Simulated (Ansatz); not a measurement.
# Cl2 + H2: molecular dynamics

Aim: follow the two partners and see whether they stay together, part or react. The start is relaxed first. Runs: 250 steps of 0.5 fs under a Langevin thermostat, set from 1500 K to 375 K by a schedule; 250 steps of 1 fs under a Langevin thermostat at 300 K. SMILES of the start: [H][H].ClCl.

Method: UKS PBE/def2-SVP, in Ansatz 0.2.0.

### Step 1. The starting structure

Bond lengths: Cl3–Cl4 2.019 Å.

As a file:

```xyz
4

H     0.3180    0.0122   -2.0045
H    -0.4205   -0.1481   -1.8240
Cl   -0.4311   -0.5900    2.5088
Cl    0.5336    0.7258    1.3197
```

### Step 2. Preparing the start

input.yaml

```yaml
crystal:
  periodic: [false, false, false]
  atoms:
    - { symbol: H, position_ang: [0.318, 0.0122, -2.0045] }
    - { symbol: H, position_ang: [-0.4205, -0.1481, -1.824] }
    - { symbol: Cl, position_ang: [-0.4311, -0.59, 2.5088] }
    - { symbol: Cl, position_ang: [0.5336, 0.7258, 1.3197] }
magnetization:
  spin_polarized: true
basis:
  gaussian: { orbitals: def2-SVP }
hamiltonian:
  xc: pbe
relax:
  f_tol: 0.02
  max_steps: 40
```

Launch:

```sh
$ ansatz run input.yaml --threads 1 --pin off --max-ram 2048MiB --backend cpu --events-out ev --progress --plain --runs-dir out
```

The log of the run, cut to the lines that bear on the results:

```text
Warning: RAYON_NUM_THREADS=1 ignored (pool sized by the plan → 1); use --threads N
[...]
Functional definition: PBE
[...]
506 factors; their error is unknown
[...]
mean field -25057.63390630 eV, -920.8510613823 hartree, gradient 4.9e-5 eV, S^2 0.000000; 0 other end points of the search recorded, 0 dependent functions left out
[...]
reference -25057.63393039 eV, -920.8510622674 hartree; 18, 18 occupied and 28, 28 virtual orbitals, 506 factors
relax step   1: F+E_penalty+E_count = -25057.63390630 eV  Δ(F+E_penalty+E_count) = +0.000e0 eV  max|allowed force component| = 3.887e-1 eV/Å  Δτ_max = 0.0000 Å  (23 SCF iters, accepted)
[...]
relax step   4: F+E_penalty+E_count = -25057.64800031 eV  Δ(F+E_penalty+E_count) = -4.620e-4 eV  max|allowed force component| = 8.616e-2 eV/Å  Δτ_max = 0.0311 Å  (25 SCF iters, accepted)
[...]
relax step   7: F+E_penalty+E_count = -25057.61468464 eV  Δ(F+E_penalty+E_count) = +3.370e-2 eV  max|allowed force component| = 1.165e0 eV/Å  Δτ_max = 0.1951 Å  (23 SCF iters, rejected (line search))
[...]
relax step  10: F+E_penalty+E_count = -25057.66450592 eV  Δ(F+E_penalty+E_count) = -7.486e-3 eV  max|allowed force component| = 1.574e-1 eV/Å  Δτ_max = 0.1422 Å  (28 SCF iters, accepted)
[...]
relax step  12: F+E_penalty+E_count = -25057.66541228 eV  Δ(F+E_penalty+E_count) = -8.645e-4 eV  max|allowed force component| = 1.007e-1 eV/Å  Δτ_max = 0.0401 Å  (24 SCF iters, accepted)
[...]
relax step  13: F+E_penalty+E_count = -25057.63453865 eV  Δ(F+E_penalty+E_count) = +3.087e-2 eV  max|allowed force component| = 1.315e0 eV/Å  Δτ_max = 0.1904 Å  (27 SCF iters, rejected (line search))
[...]
506 factors; their error is unknown
```

### Step 3. More of the same log: start relaxed

Output, continued, cut to the lines that bear on the results:

```text
mean field -25057.66982701 eV, -920.8523814441 hartree, gradient 5.5e-5 eV, S^2 0.000000; 0 other end points of the search recorded, 0 dependent functions left out
[...]
reference -25057.66985132 eV, -920.8523823375 hartree; 18, 18 occupied and 28, 28 virtual orbitals, 506 factors
relax step  14: F+E_penalty+E_count = -25057.66982701 eV  Δ(F+E_penalty+E_count) = -4.415e-3 eV  max|allowed force component| = 2.206e-2 eV/Å  Δτ_max = 0.0952 Å  (25 SCF iters, accepted)
[...]
relax step  16: F+E_penalty+E_count = -25057.62058718 eV  Δ(F+E_penalty+E_count) = +5.148e-2 eV  max|allowed force component| = 1.626e0 eV/Å  Δτ_max = 0.1464 Å  (25 SCF iters, rejected (line search))
[...]
relax step  18: F+E_penalty+E_count = -25057.67259772 eV  Δ(F+E_penalty+E_count) = -2.445e-4 eV  max|allowed force component| = 3.009e-2 eV/Å  Δτ_max = 0.0410 Å  (25 SCF iters, accepted)
[...]
relax step  22: F+E_penalty+E_count = -25057.67373041 eV  Δ(F+E_penalty+E_count) = -3.870e-4 eV  max|allowed force component| = 1.620e-2 eV/Å  Δτ_max = 0.0536 Å  (24 SCF iters, accepted)
506 factors; their error is unknown
[...]
mean field -25057.67373041 eV, -920.8525248912 hartree, gradient 4.1e-5 eV, S^2 0.000000; 1 other end points of the search recorded, 0 dependent functions left out
[...]
reference -25057.67375474 eV, -920.8525257855 hartree; 18, 18 occupied and 28, 28 virtual orbitals, 506 factors
Total energy: -25057.67375474 eV, -920.8525257855 hartree
Atom 0 at     0.023657    -0.060394    -2.353465 Å, force    -0.001434    -0.001792     0.007209 eV/Å
Atom 1 at     0.060166    -0.011124    -1.586752 Å, force     0.001044     0.001677    -0.006182 eV/Å
Atom 2 at    -0.682372    -0.485778     2.581861 Å, force     0.014459     0.011644    -0.016196 eV/Å
Atom 3 at     0.598549     0.557195     1.358356 Å, force    -0.014069    -0.011529     0.015169 eV/Å
Dipole moment:     0.000611     0.002008     0.039938 e Å
```

It took 22 s on 1 thread of Arm Neoverse V1, shared host; peak memory 0.098 GiB.

The steps of the relaxation:

```csv
step,energy from step 1 (eV),largest force component (eV/Å)
1,0.0000,0.3887
2,-0.0134,0.0423
3,-0.0136,0.0059
4,-0.0141,0.0862
5,-0.0145,0.0837
6,-0.0145,0.0890
7x,0.0192,1.1655
8,-0.0157,0.3654
9,-0.0231,0.1172
10,-0.0306,0.1574
11,-0.0306,0.1588
12,-0.0315,0.1007
13x,-0.0006,1.3153
14,-0.0359,0.0221
15,-0.0382,0.0133
16x,0.0133,1.6262
17,-0.0384,0.0182
18,-0.0387,0.0301
19,-0.0389,0.0478
20,-0.0392,0.0954
21,-0.0394,0.0608
22,-0.0398,0.0162
```

Step 1 is the start. 3 steps were tried and not accepted (marked x).

After: Bond lengths: Cl3–Cl4 2.056 Å.

### Step 4. Run 1

250 steps of 0.5 fs under a Langevin thermostat, set from 1500 K to 375 K by a schedule, from the relaxed start.

input.yaml

```yaml
crystal:
  periodic: [false, false, false]
  atoms:
    - { symbol: H, position_ang: [0.023657, -0.060394, -2.353465] }
    - { symbol: H, position_ang: [0.060166, -0.011124, -1.586752] }
    - { symbol: Cl, position_ang: [-0.682372, -0.485778, 2.581861] }
    - { symbol: Cl, position_ang: [0.598549, 0.557195, 1.358356] }
magnetization:
  spin_polarized: true
basis:
  gaussian: { orbitals: def2-SVP }
hamiltonian:
  xc: pbe
md:
  timestep: 0.5
  n_steps: 250
  ensemble: nvt_langevin
  temperature: 1500.0
  initial_velocities: maxwell_boltzmann
  seed: 152297
  friction: 0.02
  temperature_schedule:
    - { n_steps: 62, end_temperature: 1500.0 }
    - { n_steps: 188, end_temperature: 375.0 }
```

Launch:

```sh
$ ansatz run input.yaml --threads 1 --pin off --max-ram 2048MiB --backend cpu --events-out ev --progress --plain --runs-dir out
```

The log of the run, cut to the lines that bear on the results:

```text
Warning: RAYON_NUM_THREADS=1 ignored (pool sized by the plan → 1); use --threads N
[...]
Functional definition: PBE
[...]
506 factors; their error is unknown
[...]
mean field -25057.67372892 eV, -920.8525248365 hartree, gradient 2.3e-5 eV, S^2 0.000000; 0 other end points of the search recorded, 0 dependent functions left out
[...]
reference -25057.67375308 eV, -920.8525257245 hartree; 18, 18 occupied and 28, 28 virtual orbitals, 506 factors
md step     0: t =     0.00 fs  T =  1125.0 K (target 1500.0 K)  F+E_penalty+E_count = -25057.67372892 eV  E_kin = 0.581670 eV  (25 SCF iters)
[...]
md step    30: t =    15.00 fs  T =  1289.7 K (target 1500.0 K)  F+E_penalty+E_count = -25057.58251887 eV  E_kin = 0.666817 eV  (24 SCF iters)
[...]
md step    60: t =    30.00 fs  T =  1562.1 K (target 1500.0 K)  F+E_penalty+E_count = -25057.62993042 eV  E_kin = 0.807660 eV  (23 SCF iters)
[...]
md step    90: t =    45.00 fs  T =  2716.1 K (target 1335.4 K)  F+E_penalty+E_count = -25057.56268141 eV  E_kin = 1.404349 eV  (25 SCF iters)
[...]
md step   120: t =    60.00 fs  T =  1409.2 K (target 1155.9 K)  F+E_penalty+E_count = -25057.52119743 eV  E_kin = 0.728596 eV  (26 SCF iters)
md step   121: t =    60.50 fs  T =  1510.8 K (target 1149.9 K)  F+E_penalty+E_count = -25057.54973590 eV  E_kin = 0.781129 eV  (26 SCF iters)
```

### Step 5. The output, continued: dynamics from the start

The log, continued, cut to the lines that bear on the results:

```text
md step   122: t =    61.00 fs  T =  1453.8 K (target 1143.9 K)  F+E_penalty+E_count = -25057.53421127 eV  E_kin = 0.751694 eV  (33 SCF iters)
[...]
md step   154: t =    77.00 fs  T =   976.2 K (target 952.5 K)  F+E_penalty+E_count = -25057.61883432 eV  E_kin = 0.504733 eV  (24 SCF iters)
[...]
md step   186: t =    93.00 fs  T =  1033.2 K (target 761.0 K)  F+E_penalty+E_count = -25057.63704376 eV  E_kin = 0.534199 eV  (23 SCF iters)
[...]
md step   218: t =   109.00 fs  T =   722.2 K (target 569.5 K)  F+E_penalty+E_count = -25057.64602936 eV  E_kin = 0.373412 eV  (25 SCF iters)
[...]
md step   249: t =   124.50 fs  T =   696.9 K (target 384.0 K)  F+E_penalty+E_count = -25057.63549522 eV  E_kin = 0.360339 eV  (23 SCF iters)
[...]
md step   250: t =   125.00 fs  T =   681.7 K (target 378.0 K)  F+E_penalty+E_count = -25057.61629639 eV  E_kin = 0.352479 eV  (24 SCF iters)
Total energy: -25057.61632264 eV, -920.8504151947 hartree
Atom 0 at     1.253557     3.597944    -0.954478 Å, force     1.065148     0.624822     0.150268 eV/Å
Atom 1 at     0.622697     3.231531    -1.046298 Å, force    -1.063097    -0.635968    -0.141187 eV/Å
Atom 2 at    -0.891198     0.361865     2.615981 Å, force     0.396927    -0.075843    -0.285814 eV/Å
Atom 3 at     0.783215     0.044095     1.408836 Å, force    -0.398979     0.086989     0.276733 eV/Å
Dipole moment:    -0.000047    -0.002691     0.002300 e Å
```

Run time: 3.9 min. Hardware: 1 thread of Arm Neoverse V1, shared host; peak memory 0.094 GiB.

### Step 6. Frames and traces

One step in 13; energies are changes from step 0:

```csv
time (fs),T (K),potential energy change (meV/atom),closest contact of the partners (Å)
0.0,1125,0.0,3.05
6.5,922,4.0,3.18
13.0,1161,15.2,3.54
19.5,1453,42.9,3.81
26.0,1310,36.9,3.86
32.5,1790,8.5,3.90
39.0,2447,19.2,3.90
45.5,2661,18.5,3.94
52.0,1683,51.6,4.03
58.5,1318,61.8,3.78
65.0,1319,76.8,3.73
71.5,1222,28.9,3.81
78.0,896,44.8,3.84
84.5,1130,14.6,3.90
91.0,519,70.5,3.82
97.5,1034,43.4,3.72
104.0,740,21.8,3.70
110.5,456,35.9,3.79
117.0,774,7.6,3.91
123.5,665,20.3,4.00
125.0,682,14.4,4.03
```

time (fs), T (K) and a bar:
```
      0.0       1125 ############
      5.5       1135 ############
     11.0       1042 ##########
     16.5       1395 ###############
     21.5       1716 ####################
     27.0       1390 ###############
     32.5       1790 #####################
     38.0       2078 #########################
     43.5       2146 ##########################
     49.0       2398 ##############################
     54.5       1491 #################
     60.0       1409 ################
     65.0       1319 ##############
     70.5        812 #######
     76.0        793 #######
     81.5        917 #########
     87.0        824 #######
     92.5        940 #########
     98.0        809 #######
    103.5        780 #######
    108.5        719 ######
    114.0        325 
    119.5        745 ######
    125.0        682 #####
```

### Step 7. Positions and forces

Positions (Å) and forces (eV/Å):

```xyz
4
time_fs=15.5 T=1322 dE=0.0929
H    -0.402    0.412   -2.256   -1.661   -1.035    0.141
H     0.207    0.791   -2.305    1.663    1.035   -0.134
Cl   -0.639   -0.433    2.604   -0.522   -0.393    0.505
Cl    0.628    0.521    1.377    0.520    0.393   -0.512
4
time_fs=31.0 T=1561 dE=0.0643
H    -0.371    1.486   -2.250   -0.364    0.532    1.356
H    -0.188    1.218   -2.903    0.370   -0.539   -1.337
Cl   -0.626   -0.344    2.593   -0.454   -0.262    0.407
Cl    0.746    0.455    1.353    0.448    0.270   -0.426
4
time_fs=47.0 T=2677 dE=0.1258
H     0.372    2.296   -2.115    2.162    0.240    0.609
H    -0.311    2.218   -2.303   -2.162   -0.245   -0.599
Cl   -0.698   -0.174    2.644    0.704    0.271   -0.568
Cl    0.890    0.433    1.368   -0.704   -0.266    0.557
4
time_fs=62.5 T=1186 dE=0.2928
H     0.277    2.537   -1.892    0.859   -1.760   -3.565
H     0.133    2.833   -1.298   -0.854    1.747    3.575
Cl   -0.782   -0.008    2.659    1.181    0.272   -0.836
Cl    0.967    0.395    1.419   -1.185   -0.259    0.826
4
time_fs=78.0 T=896 dE=0.1794
H     0.133    2.828   -1.465   -2.710   -1.595   -1.547
H     0.666    3.140   -1.161    2.711    1.587    1.555
Cl   -0.812    0.109    2.650    0.633    0.077   -0.448
Cl    0.903    0.317    1.435   -0.634   -0.069    0.440
4
time_fs=94.0 T=888 dE=0.1526
H     0.388    3.229   -1.191   -3.153    0.764   -0.553
H     1.051    3.069   -1.076    3.150   -0.773    0.561
Cl   -0.842    0.193    2.624   -0.462   -0.006    0.330
Cl    0.800    0.221    1.448    0.465    0.014   -0.338
4
time_fs=109.5 T=671 dE=0.0400
H     0.964    3.614   -0.934    0.011    1.031    0.233
H     0.958    2.894   -1.106   -0.014   -1.043   -0.218
Cl   -0.858    0.292    2.617   -0.219    0.023    0.152
Cl    0.802    0.131    1.447    0.222   -0.012   -0.167
4
time_fs=125.0 T=682 dE=0.0574
H     1.254    3.598   -0.955    1.065    0.625    0.150
H     0.623    3.232   -1.046   -1.063   -0.636   -0.141
Cl   -0.891    0.362    2.616    0.397   -0.076   -0.286
Cl    0.783    0.044    1.409   -0.399    0.087    0.277
```

On run 1: The set-point goes from 1500 to 375 K in 125 fs, and the last tenth of the run averages 583 K. Such a rate, of order 10^16 K/s, is far beyond any furnace or quench, and the atoms lag the set-point. No bond forms or breaks. The partners' closest contact goes from 3.05 to 4.03 Å: they drift apart.

### Step 8. Run 2

250 steps of 1 fs under a Langevin thermostat at 300 K, starting from the last frame of an earlier run, with new velocities.

input.yaml

```yaml
crystal:
  periodic: [false, false, false]
  atoms:
    - { symbol: H, position_ang: [1.253557, 3.597944, -0.954478] }
    - { symbol: H, position_ang: [0.622697, 3.231531, -1.046298] }
    - { symbol: Cl, position_ang: [-0.891198, 0.361865, 2.615981] }
    - { symbol: Cl, position_ang: [0.783215, 0.044095, 1.408836] }
magnetization:
  spin_polarized: true
basis:
  gaussian: { orbitals: def2-SVP }
hamiltonian:
  xc: pbe
md:
  timestep: 1.0
  n_steps: 250
  ensemble: nvt_langevin
  temperature: 300.0
  initial_velocities: maxwell_boltzmann
  seed: 549188
  friction: 0.01
```

Launch:

```sh
$ ansatz run input.yaml --threads 1 --pin off --max-ram 2048MiB --backend cpu --events-out ev --progress --plain --runs-dir out
```

The log of the run, cut to the lines that bear on the results:

```text
Warning: RAYON_NUM_THREADS=1 ignored (pool sized by the plan → 1); use --threads N
[...]
Functional definition: PBE
[...]
506 factors; their error is unknown
[...]
mean field -25057.61627815 eV, -920.8504135597 hartree, gradient 3.5e-5 eV, S^2 0.000000; 0 other end points of the search recorded, 0 dependent functions left out
[...]
reference -25057.61630512 eV, -920.8504145510 hartree; 18, 18 occupied and 28, 28 virtual orbitals, 506 factors
md step     0: t =     0.00 fs  T =   225.0 K  F+E_penalty+E_count = -25057.61627815 eV  E_kin = 0.116334 eV  (23 SCF iters)
[...]
md step    30: t =    30.00 fs  T =   227.6 K  F+E_penalty+E_count = -25057.62961977 eV  E_kin = 0.117699 eV  (24 SCF iters)
[...]
md step    60: t =    60.00 fs  T =   322.5 K  F+E_penalty+E_count = -25057.57821471 eV  E_kin = 0.166758 eV  (25 SCF iters)
[...]
md step    90: t =    90.00 fs  T =   195.1 K  F+E_penalty+E_count = -25057.47979448 eV  E_kin = 0.100860 eV  (23 SCF iters)
[...]
md step   120: t =   120.00 fs  T =   575.5 K  F+E_penalty+E_count = -25057.61761397 eV  E_kin = 0.297537 eV  (23 SCF iters)
md step   121: t =   121.00 fs  T =   380.9 K  F+E_penalty+E_count = -25057.47765391 eV  E_kin = 0.196937 eV  (23 SCF iters)
md step   122: t =   122.00 fs  T =   477.8 K  F+E_penalty+E_count = -25057.55658888 eV  E_kin = 0.247042 eV  (24 SCF iters)
```

### Step 9. The log goes on: dynamics from the last frame of an earlier run

Output, continued, cut to the lines that bear on the results:

```text
md step   123: t =   123.00 fs  T =   581.6 K  F+E_penalty+E_count = -25057.62654237 eV  E_kin = 0.300710 eV  (23 SCF iters)
[...]
md step   155: t =   155.00 fs  T =   303.0 K  F+E_penalty+E_count = -25057.58390478 eV  E_kin = 0.156652 eV  (23 SCF iters)
[...]
md step   187: t =   187.00 fs  T =   346.4 K  F+E_penalty+E_count = -25057.55618512 eV  E_kin = 0.179116 eV  (24 SCF iters)
[...]
md step   219: t =   219.00 fs  T =   419.1 K  F+E_penalty+E_count = -25057.63119609 eV  E_kin = 0.216682 eV  (23 SCF iters)
[...]
md step   249: t =   249.00 fs  T =   514.8 K  F+E_penalty+E_count = -25057.62471760 eV  E_kin = 0.266179 eV  (23 SCF iters)
[...]
md step   250: t =   250.00 fs  T =   541.9 K  F+E_penalty+E_count = -25057.62514585 eV  E_kin = 0.280175 eV  (23 SCF iters)
Total energy: -25057.62517681 eV, -920.8507405794 hartree
Atom 0 at     2.689950     6.744395     0.957896 Å, force     0.430928     0.287163    -0.337048 eV/Å
Atom 1 at     2.166033     6.395657     1.367778 Å, force    -0.430913    -0.287203     0.337026 eV/Å
Atom 2 at    -0.330751     0.374219     2.868452 Å, force    -0.258435     0.098081     0.413583 eV/Å
Atom 3 at     0.720645    -0.024734     1.185897 Å, force     0.258420    -0.098041    -0.413561 eV/Å
Dipole moment:    -0.000030    -0.000299    -0.000085 e Å
```

Wall time 3.5 min (1 thread of Arm Neoverse V1, shared host); peak memory 0.094 GiB.

### Step 10. Frames and traces

One step in 10; energies are changes from step 0:

```csv
time (fs),T (K),potential energy change (meV/atom),closest contact of the partners (Å)
0.0,225,0.0,4.03
10.0,167,1.8,4.11
20.0,227,-3.8,4.30
30.0,228,-3.3,4.51
40.0,135,4.8,4.68
50.0,273,0.8,4.85
60.0,323,9.5,5.09
70.0,302,14.3,5.31
80.0,388,10.0,5.52
90.0,195,34.1,5.68
100.0,518,-1.5,5.67
110.0,378,42.7,5.65
120.0,575,-0.3,5.85
130.0,429,6.9,6.08
140.0,246,36.1,6.13
150.0,366,7.4,5.96
160.0,306,8.9,5.93
170.0,349,2.7,5.98
180.0,454,5.3,6.08
190.0,345,14.9,6.12
200.0,400,-3.3,6.15
210.0,406,7.4,6.25
220.0,435,1.0,6.40
230.0,575,-4.7,6.39
240.0,378,11.7,6.38
250.0,542,-2.2,6.58
```

time (fs), T (K) and a bar:
```
      0.0        225 ######
     11.0        186 ###
     22.0        223 ######
     33.0        178 ###
     43.0        138 
     54.0        336 ##############
     65.0        367 ################
     76.0        387 #################
     87.0        299 ###########
     98.0        299 ###########
    109.0        371 ################
    120.0        575 ##############################
    130.0        429 ####################
    141.0        240 #######
    152.0        329 #############
    163.0        211 #####
    174.0        350 ###############
    185.0        442 #####################
    196.0        493 ########################
    207.0        441 #####################
    217.0        363 ###############
    228.0        489 ########################
    239.0        397 ##################
    250.0        542 ############################
```

Maxima of the velocity power spectrum (cm⁻¹, relative height; resolution about 270 cm⁻¹): 330 (77), 4000 (43), 4640 (33).

### Step 11. Frames from the trajectory

Extended XYZ, with forces in eV/Å:

```xyz
4
time_fs=31.0 T=220 dE=-0.0231
H     0.807    4.314   -1.340    0.056    0.111   -0.035
H     0.466    3.660   -1.139   -0.056   -0.118    0.041
Cl   -0.843    0.391    2.609   -0.180    0.049    0.130
Cl    0.773   -0.044    1.442    0.179   -0.041   -0.136
4
time_fs=62.0 T=387 dE=0.0034
H     0.310    4.727   -1.355    0.808   -0.849   -0.159
H     0.861    4.147   -1.464   -0.808    0.848    0.160
Cl   -0.825    0.336    2.627    0.111   -0.027   -0.081
Cl    0.807   -0.070    1.432   -0.111    0.028    0.081
4
time_fs=94.0 T=200 dE=0.1332
H     0.480    5.005   -0.986    1.322   -0.675   -2.164
H     0.920    4.780   -1.707   -1.322    0.675    2.163
Cl   -0.722    0.252    2.647   -0.056    0.012    0.041
Cl    0.900   -0.101    1.446    0.056   -0.012   -0.041
4
time_fs=125.0 T=201 dE=0.1840
H     1.321    5.303   -0.999   -2.526    1.287   -0.511
H     0.540    5.700   -1.157    2.526   -1.287    0.511
Cl   -0.677    0.236    2.677    0.363   -0.079   -0.288
Cl    0.935   -0.113    1.399   -0.363    0.079    0.288
4
time_fs=156.0 T=244 dE=0.0731
H     1.080    5.968   -1.133    0.218   -1.340    1.609
H     1.167    5.428   -0.486   -0.218    1.340   -1.609
Cl   -0.603    0.254    2.721    0.282   -0.073   -0.251
Cl    0.922   -0.141    1.364   -0.282    0.074    0.251
4
time_fs=188.0 T=455 dE=-0.0020
H     1.211    5.879    0.053    0.637   -0.250   -0.810
H     1.693    5.690   -0.560   -0.637    0.250    0.810
Cl   -0.523    0.302    2.764   -0.045    0.013    0.047
Cl    0.863   -0.119    1.314    0.045   -0.013   -0.047
4
time_fs=219.0 T=419 dE=-0.0149
H     2.264    6.132    0.663   -0.245    0.012   -0.210
H     1.672    6.160    0.158    0.245   -0.012    0.210
Cl   -0.454    0.382    2.823    0.226   -0.085   -0.278
Cl    0.821   -0.094    1.251   -0.226    0.085    0.278
4
time_fs=250.0 T=542 dE=-0.0089
H     2.690    6.744    0.958    0.431    0.287   -0.337
H     2.166    6.396    1.368   -0.431   -0.287    0.337
Cl   -0.331    0.374    2.869   -0.258    0.098    0.414
Cl    0.721   -0.025    1.186    0.258   -0.098   -0.414
```

On run 2: Against a set 300 K the second half averages 398 K with a spread of 88 K. The bonding pattern survives the run. The partners' closest contact goes from 4.03 to 6.58 Å: they drift apart.

### Step 12. Summary of results

| quantity | value |
| --- | --- |
| relaxation of the start | 18 moves, 0.040 eV lower |
| run 1: length | 250 steps of 0.5 fs |
| run 1: temperature, first and last step | 1125 and 682 K |
| run 1: temperature, second half | mean 844 K, from 292 to 1645 K |
| run 1: potential energy, second half | +39 meV/atom from this run's first step |
| run 1: bonds formed or broken | 0 |
| run 2: length | 250 steps of 1 fs |
| run 2: temperature, first and last step | 225 and 542 K |
| run 2: temperature, second half | mean 398 K, from 177 to 575 K |
| run 2: potential energy, second half | +7 meV/atom from this run's first step |
| run 2: bonds formed or broken | 0 |

**Reading.** Mean temperatures of the second halves: 844 K, 398 K. No bond formed or broke in any run. In the last run: the partners' closest contact goes from 4.03 to 6.58 Å: they drift apart. 250 fs on 4 atoms is far too short and small for converged averages. The nuclei move classically, without zero-point motion, which matters most for hydrogen.
